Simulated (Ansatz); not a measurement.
in.yaml

```yaml
crystal:
  periodic: [false, false, false]
  atoms:
    - {symbol: B, position_ang: [0.000000, 0.000000, 0.005887]}
    - {symbol: N, position_ang: [0.000000, 0.000000, -1.299775]}
    - {symbol: H, position_ang: [0.000000, 0.000000, 1.293887]}
basis:
  gaussian: {orbitals: 6-31G}
magnetization: {spin_polarized: false, initial_magnetization: 1}
correlation: {method: ccsdtq, electrons: outside_noble_gas}
```

```sh
$ ansatz run in.yaml --threads 1 --pin off --events-out ev --progress --plain --max-ram 2393MiB
```

Output:

```
447 factors; integrals over basis functions are off by at most 8.2e-8 eV
mean field evaluation 1: about -2163.9669 eV, gradient 2.2e1 eV
mean field evaluation 2: about -2163.9697 eV, gradient 2.2e1 eV
mean field evaluation 4: about -2165.5922 eV, gradient 2.4e0 eV
mean field evaluation 8: about -2165.6459 eV, gradient 9.8e-2 eV
mean field evaluation 16: about -2165.6293 eV, gradient 7.7e-1 eV
mean field evaluation 32: about -2165.6426 eV, gradient 8.5e-1 eV
mean field evaluation 64: about -2164.4864 eV, gradient 7.8e-1 eV
mean field evaluation 96: about -2164.4905 eV, gradient 9.5e-4 eV
mean field -2165.64610031 eV, -79.5860262586 hartree, gradient 2.9e-6 eV, S^2 0.750000; 6 other end points of the search recorded, 0 dependent functions left out
mean field evaluation 128: about -2165.6965 eV, gradient 3.2e-3 eV
mean field evaluation 160: about -2165.6706 eV, gradient 1.0e0 eV
determinant -2165.64610031 eV, -79.5860262586 hartree, with singles and doubles -2169.94045028 eV, -79.7438407093 hartree
determinant -2164.49049036 eV, -79.5435583763 hartree, with singles and doubles -2169.32201602 eV, -79.7211136696 hartree
2 core orbitals not correlated: weight in the atoms' cores, before any rotation towards them, 1.000 or more for the frozen orbitals, at most 0.000 for the correlated occupied ones
reference -2165.64610031 eV, -79.5860262586 hartree; 5, 4 occupied and 13, 14 virtual orbitals, 447 factors
second order -3.81137958 eV of doubles, -0.01128613 eV of singles
cycle   1  -4.01633528 eV  change   -1.9e-1 eV  update   8.7e-2
cycle   2  -4.29340433 eV  change   -2.8e-1 eV  update   4.0e-2
cycle   3  -4.45633696 eV  change   -1.6e-1 eV  update   2.2e-2
cycle   4  -4.45725135 eV  change   -9.1e-4 eV  update   7.3e-3
cycle   5  -4.45988909 eV  change   -2.6e-3 eV  update   4.4e-3
cycle   6  -4.46475916 eV  change   -4.9e-3 eV  update   2.4e-3
cycle   7  -4.46500220 eV  change   -2.4e-4 eV  update   1.6e-3
cycle   8  -4.46454693 eV  change    4.6e-4 eV  update   9.8e-4
cycle   9  -4.46525724 eV  change   -7.1e-4 eV  update   5.2e-4
cycle  10  -4.46540281 eV  change   -1.5e-4 eV  update   2.1e-4
cycle  11  -4.46529676 eV  change    1.1e-4 eV  update   1.3e-4
cycle  12  -4.46542210 eV  change   -1.3e-4 eV  update   6.7e-5
cycle  13  -4.46533382 eV  change    8.8e-5 eV  update   3.0e-5
cycle  14  -4.46531756 eV  change    1.6e-5 eV  update   1.3e-5
cycle  15  -4.46532378 eV  change   -6.2e-6 eV  update   7.0e-6
cycle  16  -4.46532921 eV  change   -5.4e-6 eV  update   4.2e-6
cycle  17  -4.46533142 eV  change   -2.2e-6 eV  update   2.1e-6
cycle  18  -4.46533302 eV  change   -1.6e-6 eV  update   1.3e-6
cycle  19  -4.46533335 eV  change   -3.2e-7 eV  update   9.6e-7
Total energy: -2170.11143365 eV, -79.7501242323 hartree
```

For the same geometry and basis full CI lies 0.9 meV lower.

Ran on 1 thread of Intel Xeon, shared host: 34 s wall, 0.32 GiB peak host memory.
